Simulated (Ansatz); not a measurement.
Molecule: glyoxal, C$_{2}$H$_{2}$O$_{2}$ (charge 0, singlet). SMILES: O=CC=O
Geometry: optimised at B3LYP-D3(BJ)/def2-TZVP (Ansatz, a first-principles code).

Wanted: vertical triplet-singlet gap, E(triplet) - E(singlet), in eV. Set-up: non-relativistic; UHF or UKS for open shells; each state is the SCF solution reached for its charge and spin; spin-orbit terms left out; dispersion terms only where a functional's name holds one; 6-31G* and kin with 6d, 5d where marked; 6-311+G** with 5d; valence correlation only. Ab initio and DFT rows: single points at B3LYP-D3(BJ) geometries (Ansatz). The Hartree-Fock reference of O=CC=O is unstable towards a lower, spin-broken solution. Levels can end on unlike triplets.

```tsv
level	program	vertical triplet-singlet gap, E(triplet) - E(singlet) (eV)
PBE/6-31G*	Ansatz	1.69
PBE/6-311+G**	Ansatz	1.68
B3LYP/6-31G*	Ansatz	2.09
B3LYP/6-311+G**	Ansatz	2.07
MP2/6-31G*	Ansatz	3.70
MP2/6-311+G**	Ansatz	3.64
PBE/def2-TZVPD	Ansatz	1.67
PBE0/def2-TZVPD	Ansatz	2.03
```

No value to compare with is used here. The 6 habitual levels span 1.68 (PBE/6-311+G**) to 3.70 eV (MP2/6-31G*); PBE0/def2-TZVPD gives 2.03.

The levels are drawn from those run, B3LYP/6-31G* more often than the rest, none by its result; left out are runs that failed, that the program found above a lower state of the same kind, or whose <S^2> lies over 0.5 above the pure value.
